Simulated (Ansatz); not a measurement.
Geometry optimisation, RKS PBE0/def2-SVP (Ansatz 0.2.0).

The input (input.yaml):

```yaml
crystal:
  periodic: [false, false, false]
  atoms:
    - { symbol: Si, position_ang: [-0.445996, 0.050891, -0.485407] }
    - { symbol: H, position_ang: [-0.011094, -0.177144, 2.146803] }
    - { symbol: H, position_ang: [0.811737, 0.004213, 0.311417] }
    - { symbol: H, position_ang: [-0.418678, 1.294073, -1.304393] }
    - { symbol: H, position_ang: [-0.451644, -1.149366, -1.379822] }
    - { symbol: O, position_ang: [-1.861211, 0.107214, 0.406601] }
    - { symbol: H, position_ang: [-2.185048, -0.718285, 0.776688] }
    - { symbol: H, position_ang: [-0.700266, -0.041295, 2.291913] }
basis:
  gaussian: { orbitals: def2-SVP }
hamiltonian:
  xc: pbe0
relax:
  f_tol: 0.03
  max_steps: 50
```

Launched with:

```bash
$ ansatz run input.yaml --threads 1 --pin off --max-ram 2048MiB --backend cpu --events-out ev --progress --plain --runs-dir out
```

**Question.** Where does it end, and by what steps?

**Answer.** The run converged. The force dipped under the threshold on the way, but the program's further checks kept it going. After 23 steps the energy has fallen by 0.305 eV; H2 moved furthest, 1.56 Å.

```tsv
step	energy less start (eV)	largest force component (eV/Å)	accepted
0	0.0000	1.750	yes
1	-0.1554	0.254	yes
2	-0.2174	0.245	yes
3	-0.2528	0.123	yes
4	-0.2704	0.121	yes
5	-0.2809	0.128	yes
6	-0.2907	0.051	yes
7	-0.2884	0.307	no
8	-0.2920	0.068	yes
9	-0.2938	0.138	yes
10	-0.2952	0.142	yes
11	-0.2968	0.117	yes
12	-0.2982	0.113	yes
13	-0.2996	0.080	yes
14	-0.3009	0.049	yes
15	-0.3022	0.069	yes
16	-0.3011	0.175	no
17	-0.3031	0.046	yes
18	-0.3032	0.085	yes
19	-0.3039	0.046	yes
20	-0.3042	0.004	yes
21	-0.3044	0.020	yes
22	-0.3034	0.122	no
23	-0.3046	0.026	yes
```

```xyz
8
Properties=species:S:1:pos:R:3
Si -0.442 -0.019 -0.866
H -0.567 0.355 3.506
H 0.928 -0.592 -0.668
H -0.354 1.459 -1.018
H -1.015 -0.620 -2.113
O -1.427 -0.291 0.455
H -1.598 -1.208 0.691
H -0.787 0.287 2.778
```

Whether the end is a true minimum wasn't checked by a vibrational analysis.

Run time: 32 s on 1 thread of Arm Neoverse V2, with other jobs on the host, peak memory 0.11 GiB.
